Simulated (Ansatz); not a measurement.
C$_{3}$H$_{5}$FN$_{2}$ (`CN(C#N)CF`). The species carries charge 0 and has multiplicity 1. The geometry is a stationary point of PBE0-D4/def2-TZVP. It is one conformer, not always the lowest.

```xyz
11

C     0.934    0.916    0.161
N    -0.089    0.017   -0.360
C     0.248   -0.782   -1.373
N     0.530   -1.442   -2.279
C    -1.118   -0.415    0.515
F    -0.638   -1.257    1.503
H     1.485    1.350   -0.672
H     1.630    0.399    0.827
H     0.439    1.718    0.711
H    -1.547    0.455    1.018
H    -1.874   -0.959   -0.051
```

Question: What is the dipole moment at ωB97M-V/def2-TZVPP? (Best estimate.)

Answer: Computed: 4.50 D, with components (-1.02, 3.56, 2.55) D in this frame, pointing from negative to positive charge.

Question: And with PBE, r2SCAN, B3LYP? (An estimate is asked.)

Answer: Computed: PBE 4.45 D, r2SCAN 4.57 D, B3LYP 4.53 D.

Question: Give the Mulliken charges with ωB97M-V, PBE, B3LYP in def2-TZVPP. (An estimate is asked.)

Answer: Ansatz gave: 
```
atom  ωB97M-V    PBE  B3LYP
  C1    -0.23  -0.19  -0.18
  N2    -0.18  -0.07  -0.15
  C3    -0.02  -0.20  -0.10
  N4    -0.07   0.03  -0.02
  C5     0.10   0.09   0.14
  F6    -0.22  -0.20  -0.24
  H7     0.14   0.12   0.12
  H8     0.15   0.12   0.13
  H9     0.11   0.09   0.10
 H10     0.11   0.08   0.10
 H11     0.12   0.10   0.11
```

B3LYP here is the variant with VWN-RPA as its local correlation; programs differ in this.
